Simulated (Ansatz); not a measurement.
Ansatz (a program for electronic structure) input (HF/def2-TZVPP): A basis named .json is the Basis Set Exchange file of that set (core-valence sets with the plain set on hydrogen).

Ansatz 0.2 input:
```yaml
crystal:
  periodic: [false, false, false]
  atoms:
    - {symbol: P, position_ang: [0.00516854, -0.00153424, 0.11648047]}
    - {symbol: H, position_ang: [-0.05009241, 1.03292111, -0.85964720]}
    - {symbol: H, position_ang: [-0.02743573, -1.00990756, -0.88755990]}
basis:
  gaussian:
    orbitals: def2-TZVPP
    fitting: {mean_field: cc-pVQZ-JKFIT.json}
hamiltonian:
  xc: {name: HF}
magnetization: {spin_polarized: true, initial_magnetization: 1}
```

Output:

```
Functional definition: HF
integrals: 0.01 GiB planned
250 factors; integrals over basis functions are off by at most 1.1e0 eV
mean field: 0.09 GiB planned
mean field evaluation 1: about -9302.5740 eV, gradient 6.5e0 eV
mean field evaluation 2: about -9303.0088 eV, gradient 2.4e0 eV
mean field evaluation 4: about -9303.0925 eV, gradient 2.6e-1 eV
mean field -9303.09390530 eV, -341.8823951561 hartree, gradient 1.7e-5 eV, S^2 0.769455; 0 other end points of the search recorded, 0 dependent functions left out
reference -9303.09390530 eV, -341.8823951561 hartree; 9, 8 occupied and 61, 62 virtual orbitals, 250 factors
Total energy: -9303.09390530 eV, -341.8823951561 hartree
```
